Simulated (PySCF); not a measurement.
## Spin-rotation constants: `C=C[PH+](C)C`, [C$_{4}$H$_{10}$P]+, charge +1

Molfile (atoms numbered from 1):
```
C4H10P
     RDKit          3D

 15 14  0  0  0  0  0  0  0  0999 V2000
    2.4878   -0.1338   -0.1594 C   0  0  0  0  0  0  0  0  0  0  0  0
    1.3544   -0.2407    0.5410 C   0  0  0  0  0  0  0  0  0  0  0  0
   -0.2433    0.1012   -0.1689 P   0  0  0  0  0  0  0  0  0  0  0  0
   -1.0507    1.4764    0.6609 C   0  0  0  0  0  0  0  0  0  0  0  0
   -1.2994   -1.3539   -0.1481 C   0  0  0  0  0  0  0  0  0  0  0  0
    2.5111    0.1681   -1.2117 H   0  0  0  0  0  0  0  0  0  0  0  0
    3.4523   -0.3507    0.3095 H   0  0  0  0  0  0  0  0  0  0  0  0
    1.3574   -0.5449    1.5947 H   0  0  0  0  0  0  0  0  0  0  0  0
   -0.0180    0.4659   -1.5131 H   0  0  0  0  0  0  0  0  0  0  0  0
   -0.4116    2.3689    0.5992 H   0  0  0  0  0  0  0  0  0  0  0  0
   -2.0215    1.6819    0.1859 H   0  0  0  0  0  0  0  0  0  0  0  0
   -1.2114    1.2173    1.7184 H   0  0  0  0  0  0  0  0  0  0  0  0
   -1.4596   -1.6700    0.8938 H   0  0  0  0  0  0  0  0  0  0  0  0
   -0.8134   -2.1686   -0.7039 H   0  0  0  0  0  0  0  0  0  0  0  0
   -2.2698   -1.1177   -0.6093 H   0  0  0  0  0  0  0  0  0  0  0  0
  1  2  2  0
  2  3  1  0
  3  4  1  0
  3  5  1  0
  1  6  1  0
  1  7  1  0
  2  8  1  0
  3  9  1  0
  4 10  1  0
  4 11  1  0
  4 12  1  0
  5 13  1  0
  5 14  1  0
  5 15  1  0
M  CHG  1   3   1
M  END
```

Method used: GIAO KT3/pcSseg-1 magnetisability, rotational g tensor and spin-rotation constants, non-relativistic, gas phase (PySCF 2.14.0). Geometry: PBE0-D3(BJ)/def2-SVP.

For an ion the centre-of-mass motion in the field is neglected.

Question: Give the nuclear spin-rotation constants along the inertial axes (H = +C I·J) beside the isotropic shieldings.

Answer: Rotational constants 5.6511, 2.7751, 2.1254 GHz. A star marks the isotopologue with that one atom substituted, in its own axes.
| atom | isotope | Caa (kHz) | Cbb (kHz) | Ccc (kHz) | mean (kHz) | σ (ppm) |
| --- | --- | --- | --- | --- | --- | --- |
| P3 | 31P | 8.400 | 4.342 | 3.276 | 5.340 | 338.0 |
| H6 | 1H | -0.564 | -0.369 | 0.179 | -0.251 | 24.5 |
| H7 | 1H | 0.263 | -0.339 | -0.143 | -0.073 | 24.3 |
| H8 | 1H | -0.616 | -0.365 | 0.154 | -0.276 | 25.3 |
| H9 | 1H | -0.597 | -0.344 | 0.094 | -0.282 | 25.5 |
| H10 | 1H | -0.518 | -0.067 | -0.262 | -0.282 | 29.2 |
| H11 | 1H | -0.113 | -0.326 | -0.222 | -0.220 | 29.3 |
| H12 | 1H | -0.681 | -0.329 | -0.002 | -0.338 | 29.2 |
| H13 | 1H | -0.682 | -0.330 | -0.002 | -0.338 | 29.2 |
| H14 | 1H | -0.523 | -0.066 | -0.261 | -0.283 | 29.2 |
| H15 | 1H | -0.109 | -0.327 | -0.223 | -0.220 | 29.3 |
| C1 | 13C* | 2.286 | 0.366 | 1.001 | 1.218 | 36.4 |
| C2 | 13C* | 1.868 | 0.380 | 0.813 | 1.020 | 72.9 |
| C4 | 13C* | 0.696 | 0.352 | 0.293 | 0.447 | 173.2 |

For the geometry as given, no vibrational averaging.

Question: How do the rotational constants and the g tensor change when H6, H7, H8, H9, H10, H11, H12, H13, H14, H15 are replaced by deuterium?

Answer: Constants 4.2082, 2.2267, 1.7292 GHz; g 0.0014, 0.0177, 0.0037, against 0.0019, 0.0221, 0.0045 before.
